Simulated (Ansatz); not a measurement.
## Li3Sc: from a trial structure to a relaxed crystal

Method: DFT PBE, scalar-relativistic, plane waves, PAW (Ansatz).

The start puts Li3Sc on the TiAl3 (D0_22) structure type (I4/mmm, No. 139), with Sc in place of Ti, Li in place of Al, at a guessed volume.

The final relaxation ran on this input, with the default PAW datasets:

```yaml
crystal:
  lattice:
    - [-2.103812101, 2.103812101, 4.6994244334]
    - [2.103812101, -2.103812101, 4.6994244334]
    - [2.103812101, 2.103812101, -4.6994244334]
  atoms:
    - { symbol: Li, position: [0.5, 0.5, 0.0] }
    - { symbol: Li, position: [0.25, 0.75, 0.5] }
    - { symbol: Li, position: [0.75, 0.25, 0.5] }
    - { symbol: Sc, position: [0.0, 0.0, 0.0] }
basis:
  ecutwfc: 420
kpoints:
  mp_grid: { grid: [16, 16, 16] }
hamiltonian:
  xc: pbe
scf:
  occupations: { method: gaussian, width: 0.1 }
output:
  forces: true
  stress: true
  eigenvalues: true
  write_density: true
  write_potential: true
  elf: true
  volumetric_format: npy
relax:
  adjacent_minimum: "off"
  f_tol: 0.01
  max_steps: 80
  cell: { stress_tol: 0.05 }
```

Launched as:

```bash
ansatz run input.yaml --threads 1 --pin off --max-ram 2560MiB --backend cpu --events-out ev --progress --plain --runs-dir out
```

The run took 2.1 min on 1 thread of Arm Neoverse V1 (shared host), peak memory 0.68 GiB.

The program printed at the end:

```
SCF converged after 5 iterations
Free energy (F): -2749.050554 eV
Harris-Foulkes:  -2749.050554 eV  (|F-HF|=5.46e-12)
Internal energy: -2749.031610 eV  (E = F + TS)
E sigma→0 (E₀):  -2749.041082 eV
Entropy (-TS):   -0.018944 eV (-4.736 meV/atom)
Fermi energy:    3.560494 eV
--- Per-component energies (eV) ---
  E_band       = -486.347954
  E_kinetic    = 322.920604
  E_local      = -1453.886962  (includes V_loc(G=0)·N_el)
  E_nonlocal   = -15.856154
  E_hartree    = 490.625213
  E_xc         = -133.728362
  E_vxc        = -166.911795  (∫ρ·V_xc dr)
  E_paw        = -1018.531806  (= ΣΔE_a)
  E_vpaw       = -153.864084  (= ΣTr[D̂ρ^β])
  E_aug_tail   = 0.000039  (compensation charges beyond the density's cutoff)
  E_ewald      = -940.574182
  E_smearing   = -0.018944  (= −TS)
  E_closure    = 0.000000  (closes the sum)
  Σ components = -2749.050554   (vs F -2749.050554, Δ=0.00e0)
--- Forces (eV/Å), atoms counted from 1 ---
  atom   1  Li     0.00000000     0.00000000     0.00000000
  atom   2  Li     0.00000000     0.00000000     0.00000000
  atom   3  Li     0.00000000     0.00000000     0.00000000
  atom   4  Sc     0.00000000     0.00000000     0.00000000
  max |Σ_I F_I| component: 5.20e-18 eV/Å
--- Stress (GPa, compression-positive) ---
        0.009165       0.000000       0.000000
        0.000000       0.009165       0.000000
        0.000000       0.000000       0.000960
  P = ⅓ Tr σ = 0.0064 GPa (0.064 kbar)
--- Relaxed structure (4 steps of the walk, 4 accepted, 1 SCFs on fresh bases) ---
  F+E_penalty+E_count = -2749.05055381 eV   max|allowed force component| = 3.903e-18 eV/Å   (the final SCF, on the basis selected at the relaxed cell)
  cell:  # Å, volume = 82.0002 Å³
    - [-2.120044, 2.120044, 4.561054]
    - [2.120044, -2.120044, 4.561054]
    - [2.120044, 2.120044, -4.561054]
  atoms:
    - { symbol: Li, position: [0.5, 0.5, 0.000000] }
    - { symbol: Li, position: [0.25, 0.75, 0.5] }
    - { symbol: Li, position: [0.75, 0.25, 0.5] }
    - { symbol: Sc, position: [0.000000, 0.000000, 0.000000] }
```

Total energies depend on the potentials used, so only differences within one code and one set of settings carry meaning.

The result has space group I4/mmm (No. 139). Around Li on Wyckoff site b (1 atom of the primitive cell) lie 4 Sc at 3.00 Å and 8 Li at 3.11 Å; Li on Wyckoff site d (2 atoms of the primitive cell) is coordinated by 8 Li at 3.00–3.11 Å and 4 Sc at 3.11 Å; Sc has 12 Li at 3.00–3.11 Å.

Against the elements it lies at 0.21 eV/atom. Formation energies are uncorrected and refer to the elements' standard structures at the same level.

For metals, differences of a few meV/atom aren't resolved.

Symmetry constrained the relaxation, so the result can be a saddle point.